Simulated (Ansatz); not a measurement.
We consider hcp Cd, described by LDA in Ansatz (plane waves, PAW).

A relaxed, unreconstructed slab of the (11-20) face has 20 atoms, two equal faces of 27.638 Å² each and an energy of -162354.6818 eV. A bulk cell of 4 atoms with the same orientation and in-plane k mesh has -32471.5467 eV. Energies are extrapolated to zero smearing.

Numerical settings: plane-wave cutoff 500 eV, 10×12×1 k mesh (along the axes of the cell as run), Fermi–Dirac smearing 0.1 eV, scalar-relativistic PAW data made under PBE.

Worked out: γ = (E_slab − N E_bulk per atom)/2A = [-162354.6818 − 20 × (-32471.5467/4)]/(2 × 27.638) = 0.0552 eV/Å². With 16.022 J/m² per eV/Å² this is 0.88 J/m², or 1.53 eV per surface cell and face.

Ansatz is a quantum-chemistry and plane-wave program.
